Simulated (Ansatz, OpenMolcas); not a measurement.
# Errors in the atomisation enthalpy at 298 K

8 molecules with open shells; the atomisation enthalpy at 298 K in kJ/mol, computed less measured. Shapes, held fixed at every level: PBE0-D4/def2-TZVP. Flexible molecules stand in one conformer, not always the lowest. Thermal terms are harmonic and unscaled (PBE0-D4/def2-TZVP); the spin-orbit lowering of the free atoms is taken from their spectra. Programs: Ansatz 0.2.0, OpenMolcas 26.06. Measured values: Active Thermochemical Tables.

Levels: A = HF/3-21G; B = B3LYP/6-31G* (Cartesian functions); C = PBE0-D4/def2-TZVPP; D = CCSD(T)/CBS estimate.

| molecule | from tabulated heats | A | B | C | D |
| --- | --- | --- | --- | --- | --- |
| N2H (dinitrogen monohydride) | 913 | -728 | +5 | +15 | -7 |
| C2HO (ethynyloxy radical) | 1723 | -759 | -3 | +36 | -13 |
| CH3 (methyl radical) | 1224 | -310 | +1 | +3 | -1 |
| CH3O (hydroxymethyl radical) | 1636 | -642 | -25 | +5 | -1 |
| N2H3 (hydrazinyl radical) | 1374 | -811 | -6 | +19 | -1 |
| C2H3O (acetyl radical) | 2347 | -879 | -7 | +21 | -8 |
| C3H3 (cyclopropenyl radical) | 2318 | -843 | -13 | +54 | -11 |
| C2H5O (ethoxy radical) | 2784 | -888 | +11 | +26 | -4 |

(1) Which level does best on this set, which worst, and which err to one side?

Results:

(1) 
| level | kind | mean error | mean absolute error | worst case |
| --- | --- | --- | --- | --- |
| HF/3-21G | Hartree–Fock | -732.5 | 732.5 | C2H5O |
| B3LYP/6-31G* (Cartesian functions) | global hybrid | -4.6 | 8.9 | CH3O |
| PBE0-D4/def2-TZVPP | global hybrid | +22.4 | 22.4 | C3H3 |
| CCSD(T)/CBS estimate | coupled cluster or CI | -5.8 | 5.8 | C2HO |

On this set CCSD(T)/CBS estimate has the smallest mean absolute error and HF/3-21G the largest. HF/3-21G is too low in 8 of 8; PBE0-D4/def2-TZVPP is too high in 8 of 8; CCSD(T)/CBS estimate is too low in 8 of 8. Heats of the atoms come from ATcT where it has them. The levels differ in basis as well as in method. For HF/3-21G the error tends to grow with the atomisation enthalpy. Hartree–Fock lacks correlation and underbinds. T1 is large for N2H (0.040), so single-reference values are less sure there. Spin contamination: N2H (⟨S²⟩ up to 0.87), C2HO (⟨S²⟩ up to 0.89). Open shells run unrestricted. The CBS estimate extrapolates MP2 from def2-TZVPP and def2-QZVPP and adds CCSD(T) − MP2 in the triple-zeta set, cores frozen. The set is small.
